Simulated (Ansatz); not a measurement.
Results of r²SCAN0 (plane waves, PAW; Ansatz, a quantum-chemistry and plane-wave program) for fcc Pt.

Numerical settings: plane-wave cutoff 520 eV, 14×14×14 k mesh, Fermi–Dirac smearing 0.05 eV, scalar-relativistic PAW data made under PBE.

Computed at the level's own relaxed cell.

Problem. Estimate the volume per atom, bulk modulus B0, lattice constant a and pressure derivative B′ of the bulk modulus that the calculation returns.

Solution. 
volume per atom: 14.96 Å³/atom
bulk modulus B0: 282 GPa
lattice constant a: 3.912 Å
pressure derivative B′ of the bulk modulus: 5.6

Measured, for comparison: equilibrium volume per atom 14.98 Å³/atom, lattice constant a 3.913 Å (static lattice: zero-point anharmonic expansion removed; as tabulated in Mejia-Rodriguez and Trickey (2018), arXiv:1807.09216); bulk modulus 289 GPa (corrected for temperature and zero-point phonon effects; as tabulated in Levämäki et al. (2014), arXiv:1402.3671). Computed (rounded) less measured: equilibrium volume per atom -0.1 %, bulk modulus -2 %, lattice constant a 0.0 %.

Spin–orbit coupling is not included.

The computed numbers hold no vibrational or temperature effects.

It cost around 21 core-minutes (rough) of CPU time.
